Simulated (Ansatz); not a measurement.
A nudged elastic band was laid between two geometries of C₂HO (4 atoms, charge -1, multiplicity 1).

The calculation used Ansatz, UKS PBE-D4/6-31G.

```
movable images  : 5
climbing image  : yes
spring          : 5.0 eV/Å²
optimiser       : quadratic models (default)
start path      : through a guess of the saddle point
force threshold : 0.05 eV/Å
iteration limit : 60
end points      : relaxed
```

First end point:

```xyz
4
Properties=species:S:1:pos:R:3
C 0.368 -0.551 0.327
C -0.416 0.269 -0.245
O -1.311 0.966 -0.814
H 1.359 -0.684 0.732
```

Last end point:

```xyz
4
Properties=species:S:1:pos:R:3
C -0.785 -1.555 0.264
C -0.359 -0.378 0.003
O 0.102 0.933 -0.292
H 1.042 1.000 0.024
```

(1) What changes between the two ends?

(2) Give the energies along the band, and the barrier.

(3) What is the geometry of the highest image?

Answers

(1) Bonds broken: C1–H4. Bonds formed: O3–H4.

(2) The run converged. The highest image is number 4 of 0 to 6, 382.0 kJ/mol above the first end and 126.4 kJ/mol above the last; the last end lies 255.5 kJ/mol above the first. Neighbouring images differ by up to 1.3 eV, so the band resolves the path poorly. A vibrational analysis at the climbing image gives one clearly imaginary mode, 1284i cm⁻¹: a first-order saddle point. The orbitals stay closed-shell, which can raise the energy where a bond breaks towards radicals; this wasn't checked here. Limits of this set-up: no polarisation functions, an anion without diffuse functions, the dipole of an ion depends on the origin.

```tsv
image	path coordinate (Å)	energy (kJ/mol)	C1–H4 (Å)	O3–H4 (Å)
0	0.00	0.0	1.08	3.50
1	0.56	38.3	1.11	3.02
2	1.12	137.5	1.25	2.40
3	1.68	264.2	1.77	1.91
4	2.24	382.0	2.19	1.33
5	2.71	292.1	2.63	1.00
6	3.18	255.5	3.15	0.99
```

(3) 
```xyz
4
Properties=species:S:1:pos:R:3
C -0.488 -1.409 0.290
C -0.278 -0.171 -0.054
O -0.020 1.213 -0.438
H 0.786 0.366 0.202
```

Run time: 8.1 min on 1 CPU thread of a shared host.
